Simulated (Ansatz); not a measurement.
One change: `C=C=C(N)F` becomes `C=C=C(F)CN`.

Ansatz, PBE0-D4/def2-TZVP geometries, multiplicity 1. Each molecule was computed in one conformer, which needn't be the lowest.

```csv
property,`C=C=C(N)F`
HOMO energy (PBE/def2-TZVPP) / eV,-5.11
HOMO–LUMO gap (PBE0/def2-TZVPP) / eV,5.99
size of the dipole moment (PBE/def2-TZVPP) / D,2.22
HOMO–LUMO gap (PBE/def2-TZVPP) / eV,3.75
size of the dipole moment (ωB97M-V/def2-TZVPP) / D,2.29
HOMO energy (B3LYP/def2-TZVPP) / eV,-6.15
```

(1) Give the same properties after the change, and the shifts. (Estimate.)

Results:

(1) The calculation gave: 
```json
{"property": "HOMO energy (PBE/def2-TZVPP) / eV", "`C=C=C(F)CN`": "-5.65", "shift": "-0.54"}
{"property": "HOMO–LUMO gap (PBE0/def2-TZVPP) / eV", "`C=C=C(F)CN`": "6.85", "shift": "0.86"}
{"property": "size of the dipole moment (PBE/def2-TZVPP) / D", "`C=C=C(F)CN`": "2.66", "shift": "0.44"}
{"property": "HOMO–LUMO gap (PBE/def2-TZVPP) / eV", "`C=C=C(F)CN`": "4.27", "shift": "0.52"}
{"property": "size of the dipole moment (ωB97M-V/def2-TZVPP) / D", "`C=C=C(F)CN`": "2.86", "shift": "0.57"}
{"property": "HOMO energy (B3LYP/def2-TZVPP) / eV", "`C=C=C(F)CN`": "-6.95", "shift": "-0.80"}
```

Dipoles are sizes alone; their direction can turn.

B3LYP here is the variant with VWN-RPA as its local correlation; programs differ in this.
